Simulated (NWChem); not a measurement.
System: SiH4 cation, doublet; SMILES of the neutral closed-shell parent [SiH4]

Input file for NWChem:

```
start job
memory heap 200 mb stack 900 mb global 1100 mb
charge 1
geometry units angstroms noautoz
  Si     0.081289     0.190389     0.004470
  H      1.259839    -0.052899    -0.833806
  H     -0.161011     1.354623     0.862798
  H     -0.575057    -1.138183     0.557139
  H     -1.245455    -0.431667    -0.590602
end
basis spherical
  Si library def2-svp
  H library def2-svp
end
dft
  odft
  mult 2
  xc slater vwn_5
  iterations 150
end
tddft
  cis
  nroots 6
end
task tddft energy
```

Parts of the log:

```
             Northwest Computational Chemistry Package (NWChem) 7.3.0
             --------------------------------------------------------

 C2V symmetry detected

                             Geometry "geometry" -> ""
                             -------------------------

 Output coordinates in angstroms (scale by  1.889725989 to convert to a.u.)

  No.       Tag          Charge          X              Y              Z
 ---- ---------------- ---------- -------------- -------------- --------------
    1 Si                  14.0000     0.00000000     0.00000000    -0.08158572
    2 H                    1.0000     0.00000000    -1.31133501    -0.73830249
    3 H                    1.0000     0.00000000     1.31133501    -0.73830249
    4 H                    1.0000     0.75264662     0.00000000     1.30940255
    5 H                    1.0000    -0.75264662     0.00000000     1.30940255

 Effective nuclear repulsion energy (a.u.)      20.8565028342

      Symmetry information
      --------------------

 Group name             C2v
 Group number             16
 Group order               4
 No. of unique centers     3

                                 NWChem DFT Module
                                 -----------------

 Summary of "ao basis" -> "ao basis" (spherical)
 ------------------------------------------------------------------------------
       Tag                 Description            Shells   Functions and Types
 ---------------- ------------------------------  ------  ---------------------
 Si                         def2-svp                 8       18   4s3p1d
 H                          def2-svp                 3        5   2s1p

      Symmetry analysis of basis
      --------------------------

        a1         17
        a2          3
        b1          9
        b2          9

            General Information
            -------------------
          SCF calculation type: DFT
          Wavefunction type:  spin polarized.
          No. of atoms     :     5
          No. of electrons :    17
           Alpha electrons :     9
            Beta electrons :     8
          Charge           :     1
          Spin multiplicity:     2
          Use of symmetry is: off; symmetry adaption is: on
          Maximum number of iterations: 150
          AO basis - number of functions:    38
                     number of shells:    20
          Convergence on energy requested:  1.00D-06
          Convergence on density requested:  1.00D-05
          Convergence on gradient requested:  5.00D-04

              XC Information
              --------------
                        Slater Exchange Functional  1.000 local
                      VWN V Correlation Functional  1.000 local

             Grid Information
             ----------------
          Grid used for XC integration:  medium
          Radial quadrature: Mura-Knowles
          Angular quadrature: Lebedev.
          Tag              B.-S. Rad. Rad. Pts. Rad. Cut. Ang. Pts.
          ---              ---------- --------- --------- ---------
          Si                  1.10       88           7.0       590
          H                   0.35       45           8.0       434
          Grid pruning is: on
          Number of quadrature shells:   268
          Spatial weights used:  Erf1

      Superposition of Atomic Density Guess
      -------------------------------------

 Sum of atomic energies:        -290.73566036

 Renormalizing density from      18.00 to     17

      Non-variational initial energy
      ------------------------------

 Total energy =    -280.508224
 1-e energy   =    -418.941824
 2-e energy   =     117.577097
 HOMO         =      -0.619861
 LUMO         =      -0.260508

   Symmetry analysis of molecular orbitals - initial alpha
   -------------------------------------------------------

  Numbering of irreducible representations:

     1 a1          2 a2          3 b1          4 b2

  Orbital symmetries:

     1 a1          2 a1          3 b2          4 a1          5 b1
     6 a1          7 a1          8 b2          9 b1         10 b1
    11 a1         12 a1         13 b2         14 a1         15 a1
    16 b2         17 b1         18 a2         19 a1

   Symmetry analysis of molecular orbitals - initial beta
   ------------------------------------------------------

  Numbering of irreducible representations:

     1 a1          2 a2          3 b1          4 b2

  Orbital symmetries:

     1 a1          2 a1          3 b2          4 a1          5 b1
     6 a1          7 a1          8 b2          9 b1         10 b1
    11 a1         12 a1         13 b2         14 a1         15 a1
    16 b2         17 b1         18 a2         19 a1

   convergence    iter        energy       DeltaE   RMS-Dens  Diis-err
 ---------------- ----- ----------------- --------- --------- ---------
 d= 0,ls=0.0,diis     1   -290.0699329714 -3.11D+02  1.89D-02  2.68D-01
                                                     1.55D-02  2.58D-01
 d= 0,ls=0.0,diis     2   -290.1106255438 -4.07D-02  1.07D-02  7.35D-02
                                                     8.45D-03  6.35D-02
 d= 0,ls=0.0,diis     3   -290.1519142843 -4.13D-02  2.55D-03  5.03D-03
                                                     1.84D-03  3.63D-03
 d= 0,ls=0.0,diis     4   -290.1558839412 -3.97D-03  2.28D-04  2.12D-05
                                                     1.97D-04  1.99D-05
 d= 0,ls=0.0,diis     5   -290.1559015276 -1.76D-05  8.30D-05  5.39D-06
                                                     6.28D-05  3.84D-06
  Resetting Diis
 d= 0,ls=0.0,diis     6   -290.1559063656 -4.84D-06  1.97D-06  3.11D-09
                                                     5.12D-06  1.30D-08
 d= 0,ls=0.0,diis     7   -290.1559063754 -9.75D-09  1.13D-06  6.72D-10
                                                     7.32D-07  3.12D-10

         Total DFT energy =     -290.155906375352
      One electron energy =     -439.144360398212
           Coulomb energy =      148.912988002224
    Exchange-Corr. energy =      -20.781036813579
 Nuclear repulsion energy =       20.856502834215

 Numeric. integr. density =       16.999996394424

                  Occupations of the irreducible representations
                  ----------------------------------------------

                     irrep           alpha         beta
                     --------     --------     --------
                     a1                5.0          5.0
                     a2                0.0          0.0
                     b1                2.0          1.0
                     b2                2.0          2.0

                    DFT Final Alpha Molecular Orbital Analysis
                    ------------------------------------------

 Vector    7  Occ=1.000000D+00  E=-6.405863D-01  Symmetry=a1
              MO Center= -9.4D-10, -1.7D-09, -1.6D-02, r^2= 2.3D+00
   Bfn.  Coefficient  Atom+Function         Bfn.  Coefficient  Atom+Function
  ----- ------------  ---------------      ----- ------------  ---------------
    10     -0.303271  1 Si pz                 3      0.300037  1 Si s
    29     -0.250268  4 H  s                 34     -0.250268  5 H  s
    19      0.220947  2 H  s                 24      0.220947  3 H  s
     2      0.172072  1 Si s                  7      0.164979  1 Si pz
    13     -0.156216  1 Si pz                30     -0.095439  4 H  s

 Vector    8  Occ=1.000000D+00  E=-5.935012D-01  Symmetry=b2
              MO Center= -5.0D-20,  1.6D-09, -4.7D-01, r^2= 2.1D+00
   Bfn.  Coefficient  Atom+Function         Bfn.  Coefficient  Atom+Function
  ----- ------------  ---------------      ----- ------------  ---------------
     9      0.365963  1 Si py                19     -0.322279  2 H  s
    24      0.322279  3 H  s                 12      0.264574  1 Si py
     6     -0.199022  1 Si py                20     -0.083818  2 H  s
    25      0.083818  3 H  s                 15     -0.044853  1 Si d -1

[...]

                                NWChem TDDFT Module
                                -------------------

            General Information
            -------------------
           No. of orbitals :      76
            Alpha orbitals :      38
             Beta orbitals :      38
        Alpha frozen cores :       0
         Beta frozen cores :       0
     Alpha frozen virtuals :       0
      Beta frozen virtuals :       0
         Spin multiplicity :       2
    Number of AO functions :      38
        Use of symmetry is : off
      Symmetry adaption is : on
         Schwarz screening :  0.10D-07

              XC Information
              --------------
                 Slater Exchange Functional   1.00 local
               VWN V Correlation Functional   1.00 local

             TDDFT Information
             -----------------
          Calculation type : Tamm-Dancoff TDDFT
         Wavefunction type : Unrestricted
          No. of electrons :      17
           Alpha electrons :       9
            Beta electrons :       8
              No. of roots :       6
          Max subspacesize :    5200
            Max iterations :     100
               Target root :       1
           Target symmetry : none
      Symmetry restriction : off
                 Algorithm : Optimal
        Davidson threshold :  0.10D-03

    6 smallest eigenvalue differences (eV)
--------------------------------------------------------
  No. Spin  Occ  Vir  Irrep   E(Occ)    E(Vir)   E(Diff)
--------------------------------------------------------
    1    2    8    9 b2       -0.591    -0.492     2.697
    2    2    7    9 a1       -0.622    -0.492     3.545
    3    1    9   10 b1       -0.541    -0.301     6.538
    4    1    9   11 a1       -0.541    -0.262     7.606
    5    2    6    9 a1       -0.781    -0.492     7.868
    6    1    8   10 b2       -0.594    -0.301     7.957
--------------------------------------------------------

  Entering Davidson iterations
  Unrestricted

  Iter   NTrls   NConv    DeltaV     DeltaE      Time
  ----  ------  ------  ---------  ---------  ---------
    1      6       0     0.11E+00   0.10+100        0.3
    2     12       0     0.31E-01   0.37E-01        0.3
    3     18       1     0.10E-01   0.64E-02        0.3
    4     23       4     0.13E-02   0.21E-03        0.2
    5     25       5     0.22E-03   0.35E-05        0.1
    6     26       6     0.46E-04   0.94E-07        0.1
  ----  ------  ------  ---------  ---------  ---------
  Convergence criterion met

  Ground state b1       -290.155906375352 a.u.
  <S2> =   0.7520

  ----------------------------------------------------------------------------
  Root   1         b2             0.098788570 a.u.                2.6882 eV
  <S2> =   0.7597
  ----------------------------------------------------------------------------
     Transition Moments    X -0.00000   Y -0.00000   Z  0.00000
     Dipole Oscillator Strength                    0.0000000000
     Electric Quadrupole                           0.0000000028
     Magnetic Dipole                               0.0000003869
     Total Oscillator Strength                     0.0000003897

     Occ.    8 beta  b2  ---  Virt.    9 beta  b1      -0.99907
  ----------------------------------------------------------------------------
  Root   2         a1             0.137502988 a.u.                3.7416 eV
  <S2> =   0.7544
  ----------------------------------------------------------------------------
     Transition Moments    X  0.23792   Y  0.00000   Z -0.00000
     Dipole Oscillator Strength                    0.0051891725
     Electric Quadrupole                           0.0000000345
     Magnetic Dipole                               0.0000008649
     Total Oscillator Strength                     0.0051900719

     Occ.    6 alpha a1  ---  Virt.   10 alpha b1      -0.06027
     Occ.    7 alpha a1  ---  Virt.   10 alpha b1       0.06939
     Occ.    9 alpha b1  ---  Virt.   11 alpha a1      -0.06678
     Occ.    6 beta  a1  ---  Virt.    9 beta  b1       0.07279
     Occ.    7 beta  a1  ---  Virt.    9 beta  b1      -0.98812
  ----------------------------------------------------------------------------
  Root   3         b1             0.260621849 a.u.                7.0919 eV
  <S2> =   0.7628
  ----------------------------------------------------------------------------
     Transition Moments    X  0.00000   Y -0.00000   Z  0.76915
     Dipole Oscillator Strength                    0.1027877633
     Electric Quadrupole                           0.0000001814
     Magnetic Dipole                               0.0000000000
     Total Oscillator Strength                     0.1027879447

     Occ.    7 alpha a1  ---  Virt.   11 alpha a1       0.09090
     Occ.    7 alpha a1  ---  Virt.   12 alpha a1       0.06251
     Occ.    8 alpha b2  ---  Virt.   13 alpha b2       0.06247
     Occ.    9 alpha b1  ---  Virt.   10 alpha b1       0.96771
     Occ.    6 beta  a1  ---  Virt.   11 beta  a1      -0.06476
     Occ.    7 beta  a1  ---  Virt.   11 beta  a1      -0.06887
     Occ.    7 beta  a1  ---  Virt.   12 beta  a1      -0.17116
  ----------------------------------------------------------------------------
  Root   4         a1             0.280234628 a.u.                7.6256 eV
  <S2> =   0.7790
  ----------------------------------------------------------------------------
     Transition Moments    X  0.18939   Y -0.00000   Z  0.00000
     Dipole Oscillator Strength                    0.0067007687
     Electric Quadrupole                           0.0000002232
     Magnetic Dipole                               0.0000000934
     Total Oscillator Strength                     0.0067010853

     Occ.    7 alpha a1  ---  Virt.   10 alpha b1       0.17059
     Occ.    9 alpha b1  ---  Virt.   11 alpha a1       0.85816
     Occ.    9 alpha b1  ---  Virt.   12 alpha a1      -0.17668
     Occ.    6 beta  a1  ---  Virt.    9 beta  b1      -0.43622
     Occ.    6 beta  a1  ---  Virt.   10 beta  b1      -0.06434
     Occ.    7 beta  a1  ---  Virt.    9 beta  b1      -0.06579
  ----------------------------------------------------------------------------
  Root   5         b2             0.290846185 a.u.                7.9143 eV
  <S2> =   2.2450
  ----------------------------------------------------------------------------
     Transition Moments    X -0.00000   Y -0.00000   Z  0.00000
     Dipole Oscillator Strength                    0.0000000000
     Electric Quadrupole                           0.0000000437
     Magnetic Dipole                               0.0000007375
     Total Oscillator Strength                     0.0000007812

     Occ.    8 alpha b2  ---  Virt.   10 alpha b1      -0.96348
     Occ.    8 beta  b2  ---  Virt.   10 beta  b1       0.26011
  ----------------------------------------------------------------------------
  Root   6         a1             0.292747770 a.u.                7.9661 eV
  <S2> =   1.0478
  ----------------------------------------------------------------------------
     Transition Moments    X  0.10809   Y -0.00000   Z  0.00000
     Dipole Oscillator Strength                    0.0022800255
     Electric Quadrupole                           0.0000000108
     Magnetic Dipole                               0.0000002854
     Total Oscillator Strength                     0.0022803217

     Occ.    7 alpha a1  ---  Virt.   10 alpha b1       0.41199
     Occ.    9 alpha b1  ---  Virt.   11 alpha a1      -0.46966
     Occ.    9 alpha b1  ---  Virt.   12 alpha a1      -0.50156
     Occ.    6 beta  a1  ---  Virt.    9 beta  b1      -0.57684
     Occ.    7 beta  a1  ---  Virt.   10 beta  b1       0.13026

              Target root =      1
          Target symmetry = none
      Ground state energy =   -290.155906375352
        Excitation energy =      0.098788570230
     Excited state energy =   -290.057117805122

  stored tddft:energy   -290.05711780512240
```

Level: LDA (Slater exchange, VWN5)/def2-SVP, spin-unrestricted, TDA. The geometry was optimised at B3LYP/6-31G* (spherical d), spin-unrestricted. The spin multiplicity was typed, not searched, and may not be the lowest. No stability test was run on the SCF state.
